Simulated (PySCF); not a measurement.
Species: C3H3FO.
Atom-mapped SMILES: `[CH2:1]=[CH:2][C:3](=[O:4])[F:5]` (hydrogens: H6, H7 on C1; H8 on C2)

Structure used (PBE0-D3(BJ)/def2-TZVP), in Å, numbered top down from 1:
```
atom  x, y, z in Å
C1     0.490    1.129    0.194
C2     0.177   -0.134    0.451
C3    -0.562   -0.927   -0.542
O4    -0.951   -0.600   -1.610
F5    -0.778   -2.178   -0.088
H6     0.205    1.584   -0.748
H7     1.033    1.733    0.910
H8     0.442   -0.625    1.379
```

Level: wB97X-D/pcSseg-2 in PySCF, non-relativistic, on one gas-phase PBE0-D3(BJ)/def2-TZVP geometry that isn't relaxed in the solvent. The solvent is an IEF-PCM continuum (Bondi radii, 1.10 Å for H, scaled by 1.2). Only the electrostatic response of the medium enters.

Gas phase at wB97X-D/pcSseg-2: HOMO -10.78 eV, LUMO -0.28 eV, dipole 3.33 D.

Question: What does the continuum do to the energy, the frontier levels and the dipole at wB97X-D/pcSseg-2 in chloroform?

Answer: 
```tsv
solvent	ε	E(solvent) − E(gas) (kcal/mol)	polarisation term (kcal/mol)	distortion of the solute (kcal/mol)	HOMO (eV)	LUMO (eV)	dipole (D)
chloroform	4.711	-3.39	-3.83	0.44	-10.57	-0.13	3.93
```

Polarisation term: ½ Σ q·V over the induced surface charges. Distortion: the rise of the solute's own energy as its density leaves the gas-phase optimum.

Question: Which radius a makes the point-dipole formula ΔE = −[(ε − 1)/(2ε + 1)]·μ²/a³ give the value in chloroform, with the gas-phase dipole?

Answer: μ = 1.312 au and |ΔE| = 0.00541 Eh give a = 2.56 Å; the farthest nucleus lies 2.31 Å from the centroid of the nuclei. The formula assumes a rigid point dipole at the centre of a sphere.

Question: Give the dipole vector in the frame of the coordinates (D, pointing from negative to positive charge), gas and chloroform.

Answer: Gas (1.67, 1.84, 2.22), solvent (1.98, 2.15, 2.63). Its length changes by +18 % and its direction by less than 1°.

On Intel Xeon 6975P-C, one thread (shared host), this took 15 s of wall time and 1.1 GiB of memory at its peak. This is the whole shielding run at wB97X-D/pcSseg-2 in chloroform, SCF included.

Note: wB97X-D ran without an empirical dispersion term, which enters the total energy and its gradient alone.
